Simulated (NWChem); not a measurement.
System: BF3; SMILES FB(F)F

Input file for NWChem:

```
start job
memory heap 200 mb stack 900 mb global 1100 mb
geometry units angstroms
  B      0.000000     0.000000    -0.002277
  F     -0.345830    -1.263922     0.000339
  F     -0.921674     0.931458     0.000339
  F      1.267503     0.332464     0.000339
end
basis spherical
  * library sto-3g
end
dft
  xc hfexch
  iterations 150
end
driver
  maxiter 120
end
task dft optimize
task dft freq
```

The level has its own optimisation; frequencies are unscaled.

Problem. Give the results of this calculation. (Hartree-Fock/STO-3G.) Quantities: r B–F (Å); highest harmonic frequency (cm⁻¹); lowest (cm⁻¹); zero-point energy (kcal/mol).

Solution. 
- r B–F (Å): 1.309
- highest harmonic frequency (cm⁻¹): 1688
- lowest (cm⁻¹): 520
- zero-point energy (kcal/mol): 8.7
